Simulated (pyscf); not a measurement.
H₂N–Na + H₃C–NH–CH₃ → H₃C–N(CH₃)–Na + NH₃ (four-centre exchange; singlet surface; N–Na, H–N broken, N–Na, H–N formed). Optimised with ωB97X-D3(BJ)/def2-SVP in PySCF. Energies in kcal/mol from the separated reactants.

| level | barrier | reaction energy |
|---|---|---|
| ωB97X-D3(BJ)/def2-TZVP | … | +1.1 |
| r²SCAN/def2-TZVP | -16.1 | +0.5 |
| B3LYP-D3(BJ)/def2-TZVP | … | … |
| PBE0-D3(BJ)/def2-TZVP | -16.3 | +0.5 |
| M06-2X/def2-TZVP | -14.1 | +1.5 |
| HF/def2-TZVP | -0.6 | +3.3 |

Task: Fill in the missing entries.

Result: 
- ωB97X-D3(BJ)/def2-TZVP, barrier: -14.8
- B3LYP-D3(BJ)/def2-TZVP, barrier: -15.0
- B3LYP-D3(BJ)/def2-TZVP, reaction energy: +0.8

On the reactant side the descent ends in an adduct with a N–Na, H–Na contact, 20.5 kcal/mol under the separated species and 5.7 kcal/mol under the saddle at ωB97X-D3(BJ)/def2-TZVP. On the product side the descent ends in an adduct with a N–Na, H–Na contact, 19.9 kcal/mol under the separated species and 4.0 kcal/mol under the saddle at ωB97X-D3(BJ)/def2-TZVP. At ωB97X-D3(BJ), r²SCAN, B3LYP-D3(BJ), PBE0-D3(BJ), M06-2X, HF the saddle lies under the separated reactants, which points to a path from their complex (located at ωB97X-D3(BJ) alone). At ωB97X-D3(BJ), r²SCAN, B3LYP-D3(BJ), PBE0-D3(BJ), M06-2X, HF the saddle lies under the separated products, which points to a path from their complex (located at ωB97X-D3(BJ) alone), and parting the products costs more than the saddle. What is counted as formed (N–Na) is already present as a longer contact in the reactant adduct; forming that adduct is a step of its own. What is counted as broken (N–Na) persists as a longer contact in the product adduct; parting that adduct is a step of its own. H₃C–NH–CH₃ lies 7.8 kcal/mol over its isomer H₃C–CH₂–NH₂ (electronic energy, ωB97M-D3(BJ)). This is the saddle that the search found; another between the same sides may lie lower.
